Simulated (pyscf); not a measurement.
Optimised with ωB97X-D3(BJ)/def2-SVP in PySCF. MP2 and CC: frozen core, UHF for open shells. ΔMP2 is the change of the MP2 total energy from the triple- to the quadruple-zeta basis.

SMILES: [Cl][SnH3]
```xyz
5

Cl     0.8012     0.3618     0.6453
Sn    -1.3054    -0.5172     0.0965
H     -1.0136    -1.9449    -0.7819
H     -2.0897     0.6705    -0.8359
H     -2.0988    -0.8133     1.5723
```

Q: How much does it cost (ΔH, 298 K, CCSD(T)/def2-TZVPP + ΔMP2(QZVPP)) to split `[Cl][SnH3]` at its Cl–Sn bond into Cl• + SnH₃•?

A: Cl–Sn to Cl• + SnH₃•: 390.1 kJ/mol. The CCSD(T) − MP2 part came from Ansatz, without density fitting, on the same reference. The frozen core leaves the outer d or s,p core shells of the metals and heavy elements correlated in the MP2 and CC values, and def2-TZVPP describes them poorly, which can shift differences by a few kcal/mol. Left out: the spin-orbit lowering of Cl. Elements past Kr carry the def2 core potentials, without spin-orbit coupling.
